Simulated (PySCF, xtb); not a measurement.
propene (C3H6), SMILES C=CC.

GFN2-xTB run with xtb at its own geometry gives an orbital gap of 5.46 eV and a dipole moment of 0.45 D.

The structure is a stationary point at r2SCAN-D4/def2-TZVP.

Q: What does PySCF with M06-2X/def2-TZVPD give? (An estimate is asked for; the answer gives what the named calculation found.)

A: gap 9.27 eV (levels -8.59 and 0.68 eV), dipole 0.40 D.
